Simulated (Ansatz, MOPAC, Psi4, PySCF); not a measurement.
Reaction (SMILES): [C-]#[N+]C -> C(#N)C

Quantity: isomerisation energy (enthalpy at 298 K), in kcal/mol. Set-up: 6-311+G** with 5d; non-relativistic; spin-orbit terms left out; no dispersion term unless named; LANL2DZ all-electron up to Ne; 6-31G* and kin with 6d, 5d where marked; valence correlation only. CBS(X,Y): correlation extrapolated as X^-3; Hartree-Fock from the larger set. The bracket is a focal-point correction in the basis named. Ab initio and DFT rows: single points at B3LYP-D3(BJ) geometries (Ansatz, a first-principles code), with unscaled harmonic terms from B3LYP/6-31G* at its own minima. Semi-empirical rows: MOPAC heats of formation at their own minima for 298 K.

Measured values: CRC Handbook, as tabulated in the package chemicals; G2/97 table in ASE (Curtiss et al.); they hold spin-orbit and core effects, anharmonicity. For [C-]#[N+]C (isomerisation energy (enthalpy at 298 K)) the tabulated value and RI-MP2/CBS(aug-cc-pVTZ,aug-cc-pVQZ)+[CCSD(T)-MP2]/aug-cc-pVTZ (Ansatz) part by 3.1 kcal/mol: another conformer or state, missing terms or a fault of the table's entry are possible. 

Value to compare with, the measured value: -21.1 kcal/mol.

```csv
level,program,isomerisation energy (enthalpy at 298 K) (kcal/mol),error
PM3,MOPAC,-31.4,-10.3
HF/STO-3G,Ansatz,-24.1,-3.0
HF/6-31G*,Ansatz,-20.6,0.5
HF/6-311+G**,Ansatz,-20.0,1.1
PBE/def2-SVP,Ansatz,-23.8,-2.7
BP86/6-31G* (5d),PySCF,-24.9,-3.8
B3LYP/6-31G*,Ansatz,-24.1,-3.0
wB97X-D/6-31G*,Psi4,-23.6,-2.5
MP2/LANL2DZ,Ansatz,-27.0,-5.9
PBE0/def2-TZVPD,Ansatz,-24.2,-3.1
wB97X-V/def2-TZVPD,Ansatz,-22.9,-1.8
"RI-MP2/CBS(aug-cc-pVTZ,aug-cc-pVQZ)+[CCSD(T)-MP2]/aug-cc-pVTZ",Ansatz,-24.2,-3.1
```

Among the 9 habitual levels, PM3 lies farthest from the measured value (-10.3 kcal/mol) and HF/6-31G* nearest (0.5); 2 of 9 lie above it, and their mean absolute error is 3.6 kcal/mol, the median 3.0. One case shows no general order.

The levels are drawn from those run, B3LYP/6-31G* more often than the rest, none by its result; runs whose electronic state is in doubt are left out.
